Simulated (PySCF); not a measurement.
# Converging F₂ in the basis (PBE0)

PySCF, UKS reference; singlet, unpaired electrons none; De to F + F without counterpoise correction.

```csv
basis,relativity,functions,Re (Å),ωe (cm⁻¹),De (eV)
3-21G,no relativity,18,1.439,1149,1.89
def2-SVP,no relativity,28,1.377,1080,1.57
def2-SVPD,no relativity,46,1.378,1072,1.39
pcseg-2,no relativity,60,1.377,1099,1.53
def2-TZVP,no relativity,62,1.376,1100,1.53
def2-TZVPPD,no relativity,80,1.375,1099,1.51
```

Problem. How does each smaller set differ from the one with most functions, def2-TZVPPD?

Solution. 3-21G: +6.4 pm, +4.5 % in ωe, +0.38 eV in De; def2-SVP: +0.2 pm, -1.7 % in ωe, +0.06 eV in De; def2-SVPD: +0.3 pm, -2.5 % in ωe, -0.12 eV in De; pcseg-2: +0.2 pm, +0.0 % in ωe, +0.02 eV in De; def2-TZVP: +0.1 pm, +0.1 % in ωe, +0.02 eV in De. All at PBE0; the set with most functions is neither the basis-set limit nor always the best.

3-21G is very small, so such numbers show the basis as much as the molecule.
